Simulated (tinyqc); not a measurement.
Inside a calculation. Method: Born-Oppenheimer dynamics on the RHF/sto-6g surface (energies and gradients from PySCF), for LiH, spin multiplicity 1. Computed by tinyqc, a small Python program that keeps every step (integrals from PySCF). Settings: charge = 0, multiplicity = 1, basis = sto-6g, time step (fs) = 2.0, steps = 24. Command: `OMP_NUM_THREADS=1 python tinyqc.py 24101 24102 out.jsonl` (the two numbers bound the seeds that draw the settings). One thread of a shared host (Intel(R) Xeon(R) Processor @ 2.60GHz), about 2 s of CPU time with the checks.

## Velocity Verlet step 1

positions (bohr), order 1Li, 2H:
$$\begin{pmatrix}
0.000000 & 0.000000 & 0.000000 \\
0.000000 & 0.000000 & 2.656955
\end{pmatrix}$$

velocities (bohr per atomic time unit), order 1Li, 2H:
$$\begin{pmatrix}
-0.000009295 & 0.000030647 & 0.000019092 \\
0.000064705 & -0.000213353 & -0.000132908
\end{pmatrix}$$

gradient (hartree/bohr), order 1Li, 2H:
$$\begin{pmatrix}
0.00000000 & 0.00000000 & 0.02581034 \\
0.00000000 & 0.00000000 & -0.02581034
\end{pmatrix}$$

masses (electron masses): 1Li 12789.392909, 2H 1837.152588

gradient after step 1 (hartree/bohr), order 1Li, 2H:
$$\begin{pmatrix}
0.00004390 & -0.00014476 & 0.01936890 \\
-0.00004390 & 0.00014476 & -0.01936890
\end{pmatrix}$$

dt = 2 fs = 82.6827 atomic units; x' = x + v dt - g dt^2 / (2m); after the new gradient g', v' = v - (g + g') dt / (2m).

positions after step 1 (bohr), order 1Li, 2H:
$$\begin{pmatrix}
-0.000769 & 0.002534 & -0.005320 \\
0.005350 & -0.017641 & 2.693989
\end{pmatrix}$$

velocities after step 1 (bohr per atomic time unit), order 1Li, 2H:
$$\begin{pmatrix}
-0.000009437 & 0.000031115 & -0.000126949 \\
0.000065693 & -0.000216610 & 0.000883759
\end{pmatrix}$$

## Velocity Verlet step 2

gradient after step 2 (hartree/bohr), order 1Li, 2H:
$$\begin{pmatrix}
0.00001181 & -0.00003895 & 0.00268541 \\
-0.00001181 & 0.00003895 & -0.00268541
\end{pmatrix}$$

As before.

positions after step 2 (bohr), order 1Li, 2H:
$$\begin{pmatrix}
-0.001560 & 0.005145 & -0.020993 \\
0.010863 & -0.035820 & 2.803098
\end{pmatrix}$$

velocities after step 2 (bohr per atomic time unit), order 1Li, 2H:
$$\begin{pmatrix}
-0.000009617 & 0.000031709 & -0.000198239 \\
0.000066947 & -0.000220744 & 0.001380046
\end{pmatrix}$$

## Energy conservation

The total energy should stay constant up to terms of order dt^2; the step counts as short enough if it moves by less than 2 % of the largest kinetic energy.

Trajectory:
```
time (fs)  1Li-2H (angstrom)  potential (hartree)  kinetic (hartree)  total (hartree)
0.000000            1.406000          -7.95113836         0.00007077      -7.95106758
2.000000            1.428456          -7.95209547         0.00087432      -7.95122115
4.000000            1.494616          -7.95344052         0.00205665      -7.95138387
6.000000            1.566899          -7.95275437         0.00148118      -7.95127319
8.000000            1.611749          -7.95138250         0.00024963      -7.95113287
10.000000           1.611632          -7.95138692         0.00025365      -7.95113327
12.000000           1.566590          -7.95276147         0.00148745      -7.95127402
14.000000           1.494245          -7.95343861         0.00205477      -7.95138384
16.000000           1.428214          -7.95208658         0.00086676      -7.95121982
18.000000           1.406038          -7.95114019         0.00007229      -7.95106789
20.000000           1.442049          -7.95254523         0.00125958      -7.95128564
22.000000           1.513438          -7.95346093         0.00208546      -7.95137547
24.000000           1.581519          -7.95238016         0.00114894      -7.95123122
26.000000           1.616199          -7.95121133         0.00009392      -7.95111741
28.000000           1.604293          -7.95165558         0.00049730      -7.95115829
30.000000           1.550179          -7.95309044         0.00177541      -7.95131503
32.000000           1.475778          -7.95326685         0.00189479      -7.95137206
34.000000           1.417469          -7.95166134         0.00050739      -7.95115394
36.000000           1.409843          -7.95132170         0.00022322      -7.95109848
38.000000           1.457879          -7.95295189         0.00161390      -7.95133800
40.000000           1.532002          -7.95333911         0.00198794      -7.95135117
42.000000           1.594013          -7.95200347         0.00081129      -7.95119218
44.000000           1.617718          -7.95115153         0.00003945      -7.95111208
46.000000           1.594290          -7.95199454         0.00080325      -7.95119129
48.000000           1.532450          -7.95333450         0.00198408      -7.95135042
```

The total energy moves within 3.2e-04 hartree; that is over 2 % of the largest kinetic energy, so the time step is too long.
